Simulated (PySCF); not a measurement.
# C2H7Al: the cost of one run

The runs use PySCF 2.14.0, with density-fitted response routines of our own; the level of theory stands in each step. All values are computed, except where a source is named. Atoms are numbered from 0 throughout.

## 1. The starting structure

10 atoms, charge 0, multiplicity 1; geometry from: GFN2-xTB. The atoms were then displaced at random by about 0.01 Å, so the start is not that level's minimum.

Bonds of the start (Å): C0–C1 1.54, C1–Al2 1.98, C0–H3 1.08, C0–H4 1.08, C0–H5 1.06, C1–H6 1.10, C1–H7 1.09, Al2–H8 1.58, Al2–H9 1.55.

## 2. Relaxing the molecule at PBE0-D3(BJ)/def2-SVP

What the job is given:

```
{"job": {"xc": "PBE0", "basis": "def2-SVP", "d3": "d3bj", "grid": 1, "shake": 0.01, "kind": "geom"}, "charge": 0, "multiplicity": 1}
C     -1.095120    -0.086180     0.549940
C     -0.260190     0.317350    -0.677770
Al     1.600300    -0.171790    -0.188670
H     -2.137590     0.160080     0.379950
H     -0.787520     0.477080     1.421190
H     -1.018710    -1.120230     0.762590
H     -0.391400     1.387650    -0.895310
H     -0.626780    -0.195940    -1.567380
H      1.875260    -0.822550     1.222460
H      2.892190     0.033600    -1.028050
```

Command:

```
OMP_NUM_THREADS=1 python probes_run.py task.json out
```

The driver reads the jobs from task.json and runs them one after another.

Q: Estimate the wall time and peak memory of this first job on 1 thread of Arm Neoverse V1, shared host.

About 10 s, with a peak of 0.34 GiB.
